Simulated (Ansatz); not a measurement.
## A relaxation, step by step

CH₅O, doublet, PBE0-D4/def2-TZVP (Ansatz 0.2.0). Settings:

```yaml
hamiltonian: {xc: pbe0, dispersion: d4}
relax: {f_tol: 0.005, max_steps: 200}
```

Start, a step off a saddle point along its unstable mode:

```
7
angstrom
H -1.1024 -0.3293 -0.6440
C 0.3310 -0.2506 0.3858
O 1.1307 0.6433 -0.2136
H -1.5702 -0.3350 -0.9914
H 0.6287 -1.2858 0.2423
H -0.2150 0.0227 1.2925
H 0.7971 1.5347 -0.0714
```

```tsv
step	energy less the last (meV)	largest force component (eV/Å)
1	1171.2	9.196
5 (rejected trial)	29.6	0.917
9	10.1	0.014
13	9.1	0.034
17	8.5	0.056
21	7.7	0.043
25	6.5	0.040
29	6.2	0.007
33 (rejected trial)	8.0	0.272
37	4.8	0.070
41	3.1	0.070
45	1.4	0.036
49 (rejected trial)	1.4	0.200
53	0.6	0.042
57	0.1	0.021
61	0.0	0.003
62	0.0	0.001
```

Step 13, positions (Å) and forces (eV/Å):

```
atom       x       y       z      Fx      Fy      Fz
  H1  -1.596  -0.324  -1.097  -0.015   0.005  -0.010
  C2   0.666  -0.325   0.678   0.016   0.023  -0.018
  O3   1.135   0.592  -0.205  -0.019  -0.028   0.034
  H4  -2.191  -0.113  -1.500   0.015  -0.004   0.011
  H5   1.224  -1.251   0.688  -0.006   0.021  -0.007
  H6   0.124   0.012   1.555   0.005   0.000  -0.012
  H7   0.637   1.409  -0.118   0.003  -0.017   0.002
```

Step 21, positions (Å) and forces (eV/Å):

| atom | x | y | z | Fx | Fy | Fz |
| --- | --- | --- | --- | --- | --- | --- |
| H1 | -1.595 | -0.302 | -1.086 | -0.029 | 0.020 | -0.017 |
| C2 | 0.715 | -0.370 | 0.681 | 0.007 | 0.006 | 0.000 |
| O3 | 1.136 | 0.571 | -0.200 | -0.043 | 0.031 | 0.002 |
| H4 | -2.140 | 0.095 | -1.410 | 0.029 | -0.019 | 0.018 |
| H5 | 1.437 | -1.154 | 0.861 | -0.014 | 0.009 | 0.006 |
| H6 | -0.021 | -0.100 | 1.431 | 0.014 | -0.014 | -0.008 |
| H7 | 0.470 | 1.260 | -0.277 | 0.036 | -0.033 | -0.002 |

Step 45, positions (Å) and forces (eV/Å):

```tsv
atom	x	y	z	Fx	Fy	Fz
H1	-1.723	-0.161	-1.203	-0.004	0.008	-0.002
C2	0.851	-0.427	0.730	0.009	0.003	0.014
O3	1.058	0.543	-0.195	-0.036	-0.004	-0.011
H4	-2.000	0.532	-1.153	0.003	-0.007	0.001
H5	1.735	-0.692	1.293	-0.036	0.010	-0.015
H6	-0.142	-0.553	1.149	0.030	-0.002	-0.007
H7	0.222	0.759	-0.620	0.034	-0.009	0.019
```

Last step (62):

```xyz
7
angstrom
H -1.8150 -0.0066 -1.4273
C 0.9164 -0.4333 0.7838
O 0.9976 0.4878 -0.2076
H -1.9958 0.6169 -1.0563
H 1.8024 -0.4982 1.3980
H -0.0579 -0.7076 1.1717
H 0.1523 0.5410 -0.6619
```

Hardware: 2 CPU threads of an AMD EPYC 7R43, shared host. Wall time about 2.3 min.
